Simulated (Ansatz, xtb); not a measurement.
# Relative energy of two structures of C3H4+

Structure a: the doublet with the links of `[CH+]=[C]C`. Structure b: a doublet given by its coordinates. Both are isolated ions in the gas phase, relaxed with B3LYP-D3(BJ)/def2-SVP.

a (Å):

```yaml
atoms:
  - { symbol: C, position_ang: [-0.6952, 0.2670, -0.2472] }
  - { symbol: C, position_ang: [-1.0620, -0.0723, -1.3974] }
  - { symbol: C, position_ang: [-0.2674, 0.6262, 1.0507] }
  - { symbol: H, position_ang: [-1.3807, -0.3641, -2.3949] }
  - { symbol: H, position_ang: [0.4131, -0.1998, 1.3961] }
  - { symbol: H, position_ang: [0.3485, 1.5444, 1.0516] }
  - { symbol: H, position_ang: [-1.1014, 0.6513, 1.7763] }
```

b (Å):

```csv
atom,x (Å),y (Å),z (Å)
C,-0.6233,-0.9823,-0.0750
C,-1.2260,-0.2543,-1.0317
C,-0.7296,0.4625,0.1462
H,-1.2990,0.7694,1.0605
H,0.0377,1.2524,-0.0584
H,-0.4020,-1.9491,0.3876
H,-1.6033,-0.1522,-2.0539
```

Close contacts (Å): C1–C2 1.34, C1–C3 1.47, C2–C3 1.47, C1–H6 1.09, C2–H7 1.09, C3–H4 1.12, C3–H5 1.12.

Task: Which of the two would you expect CCSD(T)/def2-TZVP electronic energies to favour?

Result: Structure a; the calculation gives E(b) − E(a) = +0.364 eV.

How the difference moves with the method:

```tsv
level	geometry	E(b) − E(a) (eV)	departure from the last row (eV)	job, with rough time for the two
GFN2-xTB	GFN2-xTB	+0.433	+0.069	optimisation, 0.15 s
HF/STO-3G	GFN2-xTB	+0.498	+0.134	single point, 0.32 s
r2SCAN-D4/def2-SVP	GFN2-xTB	+0.155	−0.209	single point, 12 s
B3LYP-D3(BJ)/def2-SVP	B3LYP-D3(BJ)/def2-SVP	+0.287	−0.077	optimisation, 82 s
HF/def2-TZVP	B3LYP-D3(BJ)/def2-SVP	+0.573	+0.209	part of the CCSD(T) run
MP2/def2-TZVP	B3LYP-D3(BJ)/def2-SVP	+0.327	−0.037	part of the CCSD(T) run
CCSD(T)/def2-TZVP	B3LYP-D3(BJ)/def2-SVP	+0.364		single point, 69 s
```

None of the levels shown reverses the order. The largest departure from CCSD(T)/def2-TZVP is that of r2SCAN-D4/def2-SVP, 0.209 eV.

With harmonic frequencies from B3LYP-D3(BJ)/def2-SVP (ideal gas, rigid rotor, one conformer each, 298.15 K, 1 atm): the zero-point term adds +0.013 eV; ΔH is +0.359 and ΔG +0.407 eV.

Open shells are spin-unrestricted. The correlated steps freeze 3 core orbitals. Mirror images aren't counted in ΔG. Programs: Ansatz 0.2.0, xtb 6.7.1; the last row on 1 thread of Arm Neoverse V1 on a shared host.
